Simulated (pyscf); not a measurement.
**Four-centre exchange: H₂Ga–AsH₂ (SMILES [GaH2][AsH2]) + H₂O (SMILES O) → HO–AsH₂ (SMILES O[AsH2]) + GaH₃ (SMILES [GaH3])**

Gas phase, singlet surface, charge 0. Bonds broken: As1–Ga2, O7–H8. Bonds formed: As1–O7, Ga2–H8. Optimised with ωB97X-D3(BJ)/def2-SVP in PySCF.

Transition state (Å):

```xyz
9

As    -1.4435     1.7765    -0.4500
Ga     0.6495    -0.3395     0.6863
H      0.0967     1.6064    -0.3647
H     -1.5367     0.6925    -1.5101
H      0.9004    -1.2018    -0.5747
H      1.5672     0.4940     1.6233
O     -1.2707    -0.1315     1.0087
H     -0.8328    -1.2436     1.7241
H     -1.4451     0.4436     1.7808
```

One imaginary mode, 1263i cm⁻¹; descent along it reached the two sides named, in the forms told below.

| bond | change | reactant side (Å) | saddle | product side |
|---|---|---|---|---|
| As1–Ga2 | breaks | 2.421 | 3.2 | 3.5 |
| O7–H8 | breaks | 0.967 | 1.393 | 2.8 |
| As1–O7 | forms | 3.3 | 2.408 | 1.841 |
| Ga2–H8 | forms | 2.7 | 2.023 | 1.579 |

Electronic energies relative to the separated reactants (kJ/mol):

| level | barrier | reaction energy | reverse barrier |
|---|---|---|---|
| ωB97X-D3(BJ)/def2-TZVP | 370.7 | +105.0 | 265.7 |
| PBE/def2-TZVP | 264.2 | +96.5 | 167.7 |
| r²SCAN/def2-TZVP | 284.8 | +97.3 | 187.5 |
| B3LYP-D3(BJ)/def2-TZVP | 298.1 | +90.7 | 207.4 |
| PBE0-D3(BJ)/def2-TZVP | 314.1 | +102.6 | 211.4 |
| M06-2X/def2-TZVP | 327.3 | +93.3 | 234.0 |
| ωB97M-D3(BJ)/def2-TZVP | 345.5 | +88.4 | 257.1 |
| HF/def2-TZVP | 478.2 | +79.5 | 398.6 |

With ωB97M-D3(BJ)/def2-TZVP energies and thermal terms (ideal gas, 1 atm, RRHO with modes under 100 cm⁻¹ raised to 100, one conformer, R ln 2 for chiral ones without a mode under 150 cm⁻¹), in kJ/mol:

```
T (K)    ΔH‡    ΔG‡     ΔH     ΔG
-----  -----  -----  -----  -----
298    331.5  376.6  +79.9  +83.1
600    333.1  422.0  +77.9  +87.4
900    337.0  465.6  +78.0  +92.2
1200   341.4  507.8  +78.9  +96.8
```

On the reactant side the descent ends in an adduct with a Ga–O contact, 65.8 kJ/mol under the separated species and 436.5 kJ/mol under the saddle at ωB97X-D3(BJ)/def2-TZVP. On the product side the descent ends in an adduct with a Ga–O contact, 75.8 kJ/mol under the separated species and 341.5 kJ/mol under the saddle at ωB97X-D3(BJ)/def2-TZVP. The same reactants have a lower exit, to HO–GaH–AsH₂ + H₂ (barrier +47.8 kJ/mol at ωB97M-D3(BJ)/def2-TZVP, against +345.5 kJ/mol here). This is the saddle that the search found; another between the same sides may lie lower. One closed-shell reference is unstable to symmetry breaking; treat the single-reference values with care. Elements up to Kr have no core potential and no relativistic terms here.
